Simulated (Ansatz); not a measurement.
# H2Al–AsH: how the Al–H bond energy moves with the basis

H2Al–AsH, doublet; coordinates (Å): Al 0.000 0.020 1.751; As 0.000 -0.028 -0.689; H 0.000 1.384 2.563; H 0.000 -1.368 2.520; H 0.000 1.499 -0.747. Quantity: Al–H bond energy, to HAl–AsH (singlet) + H.

Ansatz 0.2.0, basis cc-pVDZ or cc-pVTZ; geometries are PBE0/def2-TZVP minima. Wave-function levels freeze the cores with the filled d shells of p-block atoms; HF, MP2 and coupled cluster are restricted for singlets and unrestricted otherwise, atoms included, restricted open-shell where a d shell is frozen, Kohn–Sham unrestricted where that lies lower. The reference is CCSDT(Q) (coupled cluster only where its series has nearly closed). Semilocal and hybrid functionals correlate all electrons outside any core potential and usually lie nearer their basis limit than the reference, so part of their error here is the reference's basis and frozen-core error; RPA and the MP2 part of double hybrids freeze the same cores as the reference. None of these values is a measured one. Energies are electronic, without zero-point terms. No spin–orbit coupling and no scalar relativity. The species are chosen: bound, without strong static correlation by their natural occupations or amplitudes, in their lowest spin state as far as vertical gaps and like structures tell, and with a ladder that closes on the reference, so errors are smaller than for species at large; levels whose determinant breaks symmetry or spin markedly are left out.

| level | cc-pVDZ (kJ/mol) | cc-pVTZ (kJ/mol) |
| --- | --- | --- |
| reference | 249.2 (CCSDT(Q)) | 252.6 (CCSDT(Q)) |
| CCSD | 260.4 | 265.4 |
| CCSD(T) | 250.7 | 253.9 |
| CCSDT | 250.4 | 254.1 |
| PBE | 229.5 | 229.6 |
| r2SCAN | 250.1 | 250.5 |
| PBE0 | 246.0 | 246.3 |
| B2PLYP | 250.7 | 251.9 |

From cc-pVDZ to cc-pVTZ the reference moves by 3.4 kJ/mol and PBE by 0.1; the step from CCSD(T) to the reference is -1.5 in the first and -1.3 in the last.
